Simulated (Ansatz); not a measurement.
# SiH4Cl (doublet): from Hartree-Fock to the top rungs at distance Si1–H5 along a hydrogen transfer = 1.890 Å, cc-pVDZ

Aim: climb from Hartree-Fock through coupled cluster and multireference methods for SiH4Cl (doublet) at one geometry and basis, and see what each rung misses.

Program: Ansatz 0.2.0, Gaussian basis. Level of theory: cc-pVDZ, core rule «outside noble gas», up to 10 orbitals frozen. These are calculated values, not measurements.

Plan: UHF; CCSD(T) on ROHF; CCSD(T) on UHF; BCCD(T) on ROHF; CISD; CCSDT(Q) on ROHF; CCSDT(Q) on UHF; CASSCF and MRCISD+Q, 3 electrons in 3 orbitals; CASSCF and NEVPT2, 3 electrons in 3 orbitals; CASSCF and MRCISD+Q, 15 electrons in 12 orbitals; CASSCF and NEVPT2, 15 electrons in 12 orbitals.

### 1 What is computed

The geometry derives from fragments relaxed apart (PBE0/def2-TZVP) and kept rigid, so it is no stationary point. A hydrogen atom is moved between rigid fragments.

6 atoms, charge 0, spin multiplicity 2.

Atoms are counted from 1 here; the program's logs count them from 0.

Bond lengths: Si1–H2 1.485 Å, Si1–H3 1.485 Å, Si1–H4 1.485 Å, H5–Cl6 1.350 Å. Angles: H2–Si1–H3 109.5°, H2–Si1–H4 109.5°, H3–Si1–H4 109.5°.

### 2 UHF

Contents of in.yaml:

```yaml
crystal:
  periodic: [false, false, false]
  atoms:
    - {symbol: Si, position_ang: [-1.706022, 0.000000, 0.000000]}
    - {symbol: H, position_ang: [-2.200893, 1.399708, 0.000000]}
    - {symbol: H, position_ang: [-2.200893, -0.699854, 1.212183]}
    - {symbol: H, position_ang: [-2.200893, -0.699854, -1.212182]}
    - {symbol: H, position_ang: [0.183978, 0.000000, 0.000000]}
    - {symbol: Cl, position_ang: [1.533978, 0.000000, 0.000000]}
basis:
  gaussian: {orbitals: cc-pVDZ}
magnetization: {spin_polarized: true, initial_magnetization: 1}
hamiltonian: {xc: hf}
output: {orbitals: {seedname: orbitals}}
```

On the command line:

```console
> ansatz run in.yaml --threads 1 --pin off --events-out ev --progress --plain --max-ram 2816MiB --backend cpu
```

After this run come: CCSD(T) on ROHF; CCSD(T) on UHF; BCCD(T) on ROHF; CISD; CCSDT(Q) on ROHF; CCSDT(Q) on UHF; CASSCF and MRCISD+Q, 3 electrons in 3 orbitals; CASSCF and NEVPT2, 3 electrons in 3 orbitals; CASSCF and MRCISD+Q, 15 electrons in 12 orbitals; CASSCF and NEVPT2, 15 electrons in 12 orbitals.

Before running them: what should the planned runs give, taken together? Wanted: UCCSDT(Q) below the RHF energy; RMP2 from UCCSDT(Q); UMP2 from UCCSDT(Q); RCCSD from UCCSDT(Q); RCCSD(T) from UCCSDT(Q); UCCSD(T) from UCCSDT(Q); RCCSDT(Q) from UCCSDT(Q); NEVPT2 pair from UCCSDT(Q); MRCISD+Q pair from UCCSDT(Q).

The runs gave:

| quantity | value |
| --- | --- |
| UCCSDT(Q) below the RHF energy | -8.2165 eV |
| RMP2 from UCCSDT(Q) | +127.4 kJ/mol |
| UMP2 from UCCSDT(Q) | +128.8 kJ/mol |
| RCCSD from UCCSDT(Q) | +18.3 kJ/mol |
| RCCSD(T) from UCCSDT(Q) | +3.4 kJ/mol |
| UCCSD(T) from UCCSDT(Q) | +3.4 kJ/mol |
| RCCSDT(Q) from UCCSDT(Q) | 0.0 kJ/mol |
| NEVPT2 pair from UCCSDT(Q) | +127.5 kJ/mol |
| MRCISD+Q pair from UCCSDT(Q) | +7.5 kJ/mol |
| NEVPT2 valence from UCCSDT(Q) | +154.7 kJ/mol |
| levels within 1 kcal/mol (43 meV) | RCCSD(T), UCCSD(T), BCCD(T), RCCSDT, UCCSDT, RCCSDT(Q) |
| T1 diagnostic | 0.015 |
| effectively unpaired electrons | 1.02 |

In words: RCCSD(T) misses by +3.4 kJ/mol, 0.4 % of the correlation energy. One determinant dominates. Of the multireference levels listed MRCISD+Q valence comes nearest in total energy (+5.5 kJ/mol), which doesn't show that its space is the better one. These misses are within one basis, not against nature; the frozen cores of restricted and unrestricted runs differ, which can shift their rows.
